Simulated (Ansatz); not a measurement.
The reference is AlP in the zinc blende structure (space group F-43m, No. 216; a = 5.5078 Å).

Method: Kohn–Sham DFT with the PBE functional, run in Ansatz (a program for electronic structure) with PAW and 420 eV plane waves, no spin-orbit coupling.

It is then changed as follows: every Al is replaced by In, then cell and atoms are relaxed.

Measured band gap: AlP 2.54 eV (static lattice; corrected from measurement; as listed in Wei Chen et al., Physical Review Materials (2018)); InP 1.47 eV (static lattice; corrected from measurement; as listed in Wei Chen et al., Physical Review Materials (2018)).

Measured lattice parameter a: AlP 5.451 Å (static lattice; corrected from measurement; as listed in Daniel Mejia-Rodriguez, S. B. Trickey, Phys. Rev. B (2018)); InP 5.858 Å (static lattice; corrected from measurement; as listed in Daniel Mejia-Rodriguez, S. B. Trickey, Phys. Rev. B (2018)).

How well does PBE reproduce the measured shift?

With PBE the band gap moves by -1.19 eV (1.63 → 0.44) against -1.07 eV measured; the lattice parameter a moves by +0.452 Å (5.508 → 5.960) against +0.407 Å measured.

Whether these cells are dynamically stable was not tested.
